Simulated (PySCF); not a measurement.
# Adding and removing an electron: SiCl

UHF-CCSD(T); basis Si pcseg-1, Cl pcseg-1; no relativity; PySCF 2.14. Neutral (UHF): doublet (π ↑), Re = 2.098 Å, ωe = 518 cm⁻¹, De = 3.81 eV.

SiCl⁺ (RHF): singlet (closed shell), Re = 1.968 Å, ωe = 669 cm⁻¹, De = 4.54 eV to Si⁺ + Cl. The energies at the minima are -748.57652 hartree for SiCl and -748.31688 for SiCl⁺.

Q: Work out the adiabatic ionisation energy, without and with harmonic zero-point energies (1 hartree = 27.2114 eV, 1 eV = 8065.5 cm⁻¹), and the change of the bond length.

A: At CCSD(T): 0.25964 hartree = 7.065 eV between the minima; the zero-point term (669.0 − 518.0)/2 cm⁻¹ = +0.009 eV makes it 7.075 eV. Re changes by -13.0 pm against the neutral. The electron leaves a π orbital, and the shorter bond of the ion fits an antibonding orbital, or a change in how ionic the bond is.

Correlated steps freeze 10 core orbitals. Correlated levels converge slowly with the basis: in double zeta they bind strong bonds too weakly, by up to about 1 eV, and carry superposition errors of some tenths. For an ion De counts to the pair picked by the measured ionisation energies or electron affinities, which need not be the lowest pair at this level. Where the molecule has an RHF reference, its open-shell atoms are computed with UHF. The CCSD T1 diagnostic is raised in SiCl⁺, a sign that a single reference may not be enough there. States were picked by a PBE0 search and need not be the measured ground states.

Neutral and ion stand on different kinds of reference determinant, which adds to the error of the difference.
